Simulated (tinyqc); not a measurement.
Worked calculation: CIS and TDHF on RHF in the sto-6g basis, frozen core, for HF, spin multiplicity 1. Computed by tinyqc, a small Python program that keeps every step (integrals from PySCF). Settings: charge = 0, multiplicity = 1, basis = sto-6g, method = RHF, frozen orbitals = 1, energy threshold = 1e-10, iteration cap = 67, orthogonalisation = symmetric, start = atomic densities, DIIS depth = 6, TDHF = 1. Command: `OMP_NUM_THREADS=1 python tinyqc.py 28139 28140 out.jsonl` (the two numbers bound the seeds that draw the settings). One thread of a shared host (Intel(R) Xeon(R) Processor @ 2.60GHz), about 0.1 s of CPU time with the checks. The early iterations of the SCF are left out here.

## One-electron integrals

Geometry (angstrom):
```
atom         x         y         z
F     0.000000  0.000000  0.000000
H     0.000000  0.000000  0.886000
```

Basis sto-6g: exponents (1/bohr^2) and contraction coefficients of normalised primitives:
```
element  l (shell)     exponent  coefficient
F            s (1)  1728.626574     0.009164
F            s (1)   316.941790     0.049361
F            s (1)    88.668891     0.168538
F            s (1)    30.460157     0.370563
F            s (1)    11.828570     0.416492
F            s (1)     4.871659     0.130334
F            s (2)    67.032281    -0.013253
F            s (2)    13.267438    -0.046992
F            s (2)     4.123510    -0.033785
F            s (2)     1.586463     0.250242
F            s (2)     0.689002     0.595117
F            s (2)     0.315820     0.240706
F            p (3)    67.032281     0.003760
F            p (3)    13.267438     0.037679
F            p (3)     4.123510     0.173897
F            p (3)     1.586463     0.418036
F            p (3)     0.689002     0.425860
F            p (3)     0.315820     0.101708
H            s (1)    35.523221     0.009164
H            s (1)     6.513144     0.049361
H            s (1)     1.822143     0.168538
H            s (1)     0.625955     0.370563
H            s (1)     0.243077     0.416492
H            s (1)     0.100112     0.130334
```

Overlap, kinetic and nuclear-attraction integrals over the contracted functions; the nuclear repulsion is the sum of Za Zb / Rab.

nuclear repulsion = 5.37538928 hartree

overlap S, lower triangle:
```
           1F 1s     1F 2s    1F 2px    1F 2py    1F 2pz     2H 1s
1F 1s   1.000000
1F 2s   0.232479  1.000000
1F 2px  0.000000  0.000000  1.000000
1F 2py  0.000000  0.000000  0.000000  1.000000
1F 2pz  0.000000  0.000000  0.000000  0.000000  1.000000
2H 1s   0.054375  0.472682  0.000000  0.000000  0.358699  1.000000
```

kinetic energy T (hartree), lower triangle:
```
            1F 1s     1F 2s    1F 2px    1F 2py    1F 2pz     2H 1s
1F 1s   37.397730
1F 2s   -1.143349  1.082297
1F 2px   0.000000  0.000000  3.251325
1F 2py   0.000000  0.000000  0.000000  3.251325
1F 2pz   0.000000  0.000000  0.000000  0.000000  3.251325
2H 1s    0.000366  0.144953  0.000000  0.000000  0.296589  0.768522
```

nuclear attraction V (hartree), lower triangle:
```
             1F 1s       1F 2s      1F 2px      1F 2py      1F 2pz      2H 1s
1F 1s   -78.419717
1F 2s    -8.004562  -12.066673
1F 2px    0.000000    0.000000  -12.023618
1F 2py    0.000000    0.000000    0.000000  -12.023618
1F 2pz   -0.017060   -0.191154    0.000000    0.000000  -12.151241
2H 1s    -2.154153   -4.463112    0.000000    0.000000   -3.043090  -6.354889
```

core Hamiltonian H = T + V (hartree), lower triangle:
```
             1F 1s       1F 2s     1F 2px     1F 2py     1F 2pz      2H 1s
1F 1s   -41.021988
1F 2s    -9.147911  -10.984376
1F 2px    0.000000    0.000000  -8.772293
1F 2py    0.000000    0.000000   0.000000  -8.772293
1F 2pz   -0.017060   -0.191154   0.000000   0.000000  -8.899916
2H 1s    -2.153787   -4.318159   0.000000   0.000000  -2.746501  -5.586367
```

## Two-electron integrals

Functions are numbered as in S; the eight-fold symmetry (ij|kl) = (ji|kl) = (kl|ij) leaves the list below.

Two-electron integrals (ij|kl) in chemists' order, unique and non-zero (hartree):
```
(11|11) 5.406240   (21|11) 0.768129   (21|21) 0.138909   (22|11) 1.266271
(22|21) 0.283987   (22|22) 0.926367   (31|31) 0.029452   (32|31) 0.044681
(32|32) 0.204753   (33|11) 1.266273   (33|21) 0.283987   (33|22) 0.926366
(33|33) 0.998085   (41|41) 0.029452   (42|41) 0.044681   (42|42) 0.204753
(43|43) 0.053789   (44|11) 1.266273   (44|21) 0.283987   (44|22) 0.926366
(44|33) 0.890506   (44|44) 0.998085   (51|51) 0.029452   (52|51) 0.044681
(52|52) 0.204753   (53|53) 0.053789   (54|54) 0.053789   (55|11) 1.266273
(55|21) 0.283987   (55|22) 0.926366   (55|33) 0.890506   (55|44) 0.890506
(55|55) 0.998085   (61|11) 0.191962   (61|21) 0.033254   (61|22) 0.066424
(61|33) 0.066307   (61|44) 0.066307   (61|51) 0.001435   (61|52) 0.002794
(61|55) 0.066657   (61|61) 0.008094   (62|11) 0.447861   (62|21) 0.101770
(62|22) 0.365780   (62|33) 0.360812   (62|44) 0.360812   (62|51) 0.007290
(62|52) 0.052949   (62|55) 0.375715   (62|61) 0.024320   (62|62) 0.172406
(63|31) 0.011781   (63|32) 0.065771   (63|53) 0.011258   (63|63) 0.026471
(64|41) 0.011781   (64|42) 0.065771   (64|54) 0.011258   (64|64) 0.026471
(65|11) 0.286518   (65|21) 0.066076   (65|22) 0.253897   (65|33) 0.242767
(65|44) 0.242767   (65|51) 0.016070   (65|52) 0.101602   (65|55) 0.276157
(65|61) 0.016553   (65|62) 0.146858   (65|65) 0.151133   (66|11) 0.567555
(66|21) 0.131361   (66|22) 0.538925   (66|33) 0.520053   (66|44) 0.520053
(66|51) 0.013017   (66|52) 0.128025   (66|55) 0.576667   (66|61) 0.031699
(66|62) 0.313085   (66|65) 0.309795   (66|66) 0.774999
```

## Orthogonalisation

S = U s U^T; symmetric (Loewdin) form X = U s^(-1/2) U^T, so that X^T S X = 1.

eigenvalues of S: 0.391140  0.849507  1.000000  1.000000  1.118405  1.640947

X, lower triangle:
```
            1F 1s      1F 2s    1F 2px    1F 2py     1F 2pz     2H 1s
1F 1s    1.022192
1F 2s   -0.130635   1.140200
1F 2px   0.000000   0.000000  1.000000
1F 2py   0.000000   0.000000  0.000000  1.000000
1F 2pz  -0.007632   0.088673  0.000000  0.000000   1.066028
2H 1s    0.021838  -0.314699  0.000000  0.000000  -0.235058  1.181722
```

## Iteration 7 (converged): orbitals

converged F (hartree), lower triangle:
```
             1F 1s      1F 2s     1F 2px     1F 2py     1F 2pz      2H 1s
1F 1s   -26.231076
1F 2s    -6.369644  -2.924824
1F 2px    0.000000   0.000000  -0.474821
1F 2py    0.000000   0.000000   0.000000  -0.474821
1F 2pz   -0.025182  -0.114331   0.000000   0.000000  -0.398759
2H 1s    -1.500052  -1.201437   0.000000   0.000000  -0.597612  -0.650257
```

Diagonalise F' = X^T F X, C = X C', fill 5 alpha and 5 beta electrons from the bottom; D = 2 C_occ C_occ^T. Each column has its largest component positive (the first on a tie).

F' = X^T F X (hartree), lower triangle:
```
            1          2          3          4          5          6
1  -25.817090
2   -3.184465  -1.670414
3    0.000000   0.000000  -0.474821
4    0.000000   0.000000   0.000000  -0.474821
5   -0.043578   0.104012   0.000000   0.000000  -0.181994
6   -0.264364  -0.615754   0.000000   0.000000  -0.600390  -0.013196
```

orbital energies (hartree): MO1 -26.234497, MO2 -1.495464, MO3 -0.603042, MO4 -0.474821, MO5 -0.474821, MO6 0.650308

coefficients C:
```
              MO1        MO2        MO3       MO4        MO5        MO6
1F 1s    0.997019  -0.235765   0.079006  0.000000   0.000000   0.081258
1F 2s    0.013420   0.931159  -0.447775  0.000000   0.000000  -0.596892
1F 2px   0.000000   0.000000   0.000000  0.748407  -0.663239   0.000000
1F 2py   0.000000   0.000000   0.000000  0.663239   0.748407   0.000000
1F 2pz   0.002331   0.100384   0.709108  0.000000   0.000000  -0.828657
2H 1s   -0.003811   0.156372   0.508952  0.000000   0.000000   1.125936
```

D after iteration 7, lower triangle:
```
            1F 1s      1F 2s    1F 2px    1F 2py    1F 2pz     2H 1s
1F 1s    2.111748
1F 2s   -0.483064   2.135478
1F 2px   0.000000   0.000000  2.000000
1F 2py   0.000000   0.000000  0.000000  2.000000
1F 2pz   0.069362  -0.448031  0.000000  0.000000  1.025833
2H 1s   -0.000912  -0.164680  0.000000  0.000000  0.753181  0.566998
```

Within a degenerate level the vectors are fixed only up to a rotation; this is one choice.

## Convergence

Stop when the energy changes by less than 1e-10 hartree and every element of the error matrix X^T (F D S - S D F) X is below 3e-06.

Course of the cycle:
```
iteration    E (hartree)     change  largest element of the error matrix
1          -100.43695188          -                             1.42e+00
2           -99.46758747   9.69e-01                             2.23e-01
3           -99.49424527  -2.67e-02                             3.13e-02
4           -99.49501802  -7.73e-04                             3.64e-03
5           -99.49502563  -7.60e-06                             9.03e-05
6           -99.49502563  -3.64e-09                             2.18e-06
7           -99.49502563  -2.25e-12                             1.50e-08
```

PySCF RHF in the same basis = -99.49502563 hartree

Converged in 7 iterations.

## Integrals over molecular orbitals

(pq|rs) = sum C_ip C_jq C_kr C_ls (ij|kl), one index at a time.

one-electron integrals over orbitals h = C^T H C (hartree), lower triangle:
```
            1          2          3          4          5          6
1  -41.007913
2    0.709111  -9.233860
3   -0.233538   0.555163  -7.801412
4    0.000000   0.000000   0.000000  -8.772293
5    0.000000   0.000000   0.000000   0.000000  -8.772293
6   -0.251807   1.289358   1.777283   0.000000   0.000000  -6.142040
```

Two-electron integrals over orbitals (pq|rs), unique and non-zero (hartree); the lowest 1 orbital is frozen and left out:
```
(22|22) 0.861740    (32|22) -0.010033   (32|32) 0.158686    (33|22) 0.767199
(33|32) -0.057039   (33|33) 0.792446    (42|42) 0.179379    (43|42) -0.044860
(43|43) 0.051076    (44|22) 0.878404    (44|32) -0.076268   (44|33) 0.772144
(44|44) 0.998085    (52|52) 0.179379    (53|52) -0.044860   (53|53) 0.051076
(54|54) 0.053789    (55|22) 0.878404    (55|32) -0.076268   (55|33) 0.772144
(55|44) 0.890506    (55|55) 0.998085    (62|22) -0.137932   (62|32) -0.039110
(62|33) -0.045599   (62|44) -0.136365   (62|55) -0.136365   (62|62) 0.099436
(63|22) -0.151459   (63|32) 0.092811    (63|33) -0.129546   (63|44) -0.184693
(63|55) -0.184693   (63|62) 0.059891    (63|63) 0.164032    (64|42) -0.044858
(64|43) -0.012621   (64|64) 0.032047    (65|52) -0.044858   (65|53) -0.012621
(65|65) 0.032047    (66|22) 0.691988    (66|32) 0.075638    (66|33) 0.671395
(66|44) 0.655778    (66|55) 0.655778    (66|62) -0.069692   (66|63) -0.010333
(66|66) 0.721357
```

## CIS matrix, singlets

A(ia,jb) = (e_a - e_i) d_ij d_ab + 2 (ia|jb) - (ij|ab).

CIS matrix A, singlet (hartree), lower triangle:
```
          2>6       3>6       4>6       5>6
2>6  1.652655
3>6  0.044145  0.910020
4>6  0.000000  0.000000  0.533444
5>6  0.000000  0.000000  0.000000  0.533444
```

## CIS singlet states

dipole integrals <i|r|a> (bohr):
```
             x          y         z
2>6   0.000000   0.000000  0.118231
3>6   0.000000   0.000000  0.879653
4>6  -0.011312  -0.010025  0.000000
5>6   0.010025  -0.011312  0.000000
```

Diagonalise A (1 hartree = 27.211386 eV); each vector has its largest component positive (the first on a tie). The transition dipole is mu = sqrt2 sum c_ia <i|r|a>.

singlet excitation energies (eV): 14.515740  14.515740  24.691739  45.042184

lowest vectors:
```
      state 1    state 2    state 3   state 4
2>6  0.000000   0.000000  -0.059131  0.998250
3>6  0.000000   0.000000   0.998250  0.059131
4>6  0.195129   0.980778   0.000000  0.000000
5>6  0.980778  -0.195129   0.000000  0.000000
```

oscillator strengths 2/3 w |mu|^2: 0.000162  0.000162  0.918117  0.063813

Within a degenerate level the vectors are fixed only up to a rotation; this is one choice.

## TDHF (RPA) singlet states

B(ia,jb) = 2 (ia|jb) - (ib|ja); the squared energies are the eigenvalues of (A - B)(A + B); 1 hartree = 27.211386 eV.

TDHF matrix B, singlet (hartree), lower triangle:
```
          2>6       3>6       4>6       5>6
2>6  0.099436
3>6  0.059891  0.164032
4>6  0.000000  0.000000  0.032047
5>6  0.000000  0.000000  0.000000  0.032047
```

squared energies w^2 (hartree^2): 0.283535  0.283535  0.795829  2.723504

TDHF energies from the positive w^2 (eV): 14.489523  14.489523  24.275080  44.907064

## CIS matrix, triplets

A(ia,jb) = (e_a - e_i) d_ij d_ab - (ij|ab).

CIS matrix A, triplet (hartree), lower triangle:
```
           2>6       3>6       4>6       5>6
2>6   1.453784
3>6  -0.075638  0.581956
4>6   0.000000  0.000000  0.469350
5>6   0.000000  0.000000  0.000000  0.469350
```

## CIS triplet states

Diagonalise A (1 hartree = 27.211386 eV); each vector has its largest component positive (the first on a tie).

triplet excitation energies (eV): 12.771677  12.771677  15.658586  39.736710

lowest vectors:
```
      state 1    state 2   state 3    state 4
2>6  0.000000   0.000000  0.085797   0.996313
3>6  0.000000   0.000000  0.996313  -0.085797
4>6  0.289164   0.957280  0.000000   0.000000
5>6  0.957280  -0.289164  0.000000   0.000000
```

Within a degenerate level the vectors are fixed only up to a rotation; this is one choice.

## TDHF (RPA) triplet states

B(ia,jb) = - (ib|ja); the squared energies are the eigenvalues of (A - B)(A + B); 1 hartree = 27.211386 eV.

TDHF matrix B, triplet (hartree), lower triangle:
```
           2>6        3>6        4>6        5>6
2>6  -0.099436
3>6  -0.059891  -0.164032
4>6   0.000000   0.000000  -0.032047
5>6   0.000000   0.000000   0.000000  -0.032047
```

squared energies w^2 (hartree^2): 0.219263  0.219263  0.299188  2.120446

TDHF energies from the positive w^2 (eV): 12.741872  12.741872  14.884116  39.624540
